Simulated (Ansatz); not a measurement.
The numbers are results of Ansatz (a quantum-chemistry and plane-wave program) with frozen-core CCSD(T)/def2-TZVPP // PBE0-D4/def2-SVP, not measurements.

Ansatz 0.2 input:
```yaml
crystal:
  periodic: [false, false, false]
  atoms:
    - { symbol: C, position_ang: [-0.486683, 0.000119, 0.002533] }
    - { symbol: C, position_ang: [0.96618, -0.000241, -0.005038] }
    - { symbol: N, position_ang: [2.122983, -0.00052, -0.011051] }
    - { symbol: H, position_ang: [-0.871644, -0.693268, -0.758899] }
    - { symbol: H, position_ang: [-0.86245, -0.314193, 0.986793] }
    - { symbol: H, position_ang: [-0.868382, 1.008104, -0.214339] }
basis:
  gaussian: { orbitals: def2-TZVPP }
correlation:
  method: ccsd_t
```

Output:

```
Functional definition: HF
806 factors; integrals over basis functions are off by at most 1.2e-3 eV
mean field evaluation 1: about -3588.5803 eV, gradient 3.2e1 eV
mean field evaluation 2: about -3588.5882 eV, gradient 3.2e1 eV
mean field evaluation 4: about -3591.2056 eV, gradient 4.4e0 eV
mean field evaluation 8: about -3591.2784 eV, gradient 3.0e-4 eV
mean field evaluation 16: about -3591.2694 eV, gradient 2.9e-1 eV
mean field -3591.27841588 eV, -131.9770475275 hartree, gradient 1.8e-6 eV, S^2 0.000000; 0 other end points of the search recorded, 0 dependent functions left out
3 core orbitals not correlated
reference -3591.27841588 eV, -131.9770475275 hartree; 8, 8 occupied and 124, 124 virtual orbitals, 806 factors
second order -13.99756344 eV of doubles, -0.00000000 eV of singles
cycle   1  -13.87296776 eV  change    1.2e-1 eV  update   9.3e-2
cycle   2  -14.29804868 eV  change   -4.3e-1 eV  update   2.8e-2
cycle   3  -14.38977262 eV  change   -9.2e-2 eV  update   1.2e-2
cycle   4  -14.38842601 eV  change    1.3e-3 eV  update   3.2e-3
cycle   5  -14.39114311 eV  change   -2.7e-3 eV  update   1.3e-3
cycle   6  -14.39155221 eV  change   -4.1e-4 eV  update   3.0e-4
cycle   7  -14.39160315 eV  change   -5.1e-5 eV  update   8.1e-5
cycle   8  -14.39165145 eV  change   -4.8e-5 eV  update   2.1e-5
cycle   9  -14.39165911 eV  change   -7.7e-6 eV  update   6.5e-6
perturbative correction -0.67849454 eV, -0.0249342144 hartree
Total energy: -3606.34856952 eV, -132.5308654591 hartree
```

Cost: about 12 core-seconds (a rough figure).
